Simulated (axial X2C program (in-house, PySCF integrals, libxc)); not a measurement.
## LiS⁺: from Re and ωe to a spectrum

A bond curve at the PBE0 level, two-component, was computed with an in-house relativistic program for diatomic molecules (basis S dyall-v3z [8s7p2d1f], Li dyall-v3z [7s8p2d] (cores contracted in-house)) for the state Ω = 1 (⟨Sz⟩ = 1.00, ⟨Lz⟩ = 0.00 at PBE0). Its fit gives Re = 2.4560 Å, ωe = 347.6 cm⁻¹, ωexe = 5.1 cm⁻¹ and αe = 9.286e-03 cm⁻¹; the masses are 31.9721 and 7.0160 u. Two-component means X2C with spin–orbit coupling and atomic mean-field Coulomb and Gaunt terms.

Problem. Find the reduced mass, Be and the force constant.

Solution. From the PBE0 values: μ = 5.7535 u. Be = 16.8576/(μ Re²) = 0.4857 cm⁻¹. k = 5.8918×10⁻⁷ μ ωe² = 0.41 mdyn/Å.

Problem. A Morse curve ties αe to the other constants (Pekeris). How well does that hold?

Solution. αe(Morse) = 6Be²/ωe × (√(ωexe/Be) − 1) = 9.124e-03 cm⁻¹; the PBE0 curve gives 9.286e-03 cm⁻¹, a ratio of 0.98.

Problem. Where do the fundamental and the first overtone lie?

Solution. ν(1←0) = ωe − 2ωexe = 337.4 cm⁻¹; ν(2←0) = 2ωe − 6ωexe = 664.6 cm⁻¹.

Problem. Estimate De from a Morse curve and compare with the computed well depth of 0.855 eV to S + Li+.

Solution. De(Morse) = ωe²/(4ωexe) = 0.734 eV against 0.855 eV computed, a ratio of 0.86. For De the Morse form works well here.

Problem. Estimate the centrifugal constant by the Kratzer relation.

Solution. D = 4Be³/ωe² = 3.79e-06 cm⁻¹.

One determinant describes the state; a PBE0 search over occupations chose it and may have missed a lower one. Dissociation energies refer to the lowest single-determinant-based atoms at the same level and basis. Density functionals use the spin component along the axis (collinear). In 2c an atomic determinant is not the ground J level, so De misses part of the atomic spin–orbit lowering. This holds for PBE0. The functionals have no current-density term, which raises determinants with orbital currents, atoms included. With several unpaired electrons one determinant need not be a pure state. Open-shell Ω = 0 determinants with evenly filled partner blocks cannot be reached by this program, so the Ω shown need not be the lowest component. This is the Ω = 1 component of a π² triplet; the 0⁺ component is not one determinant and can lie lowest.
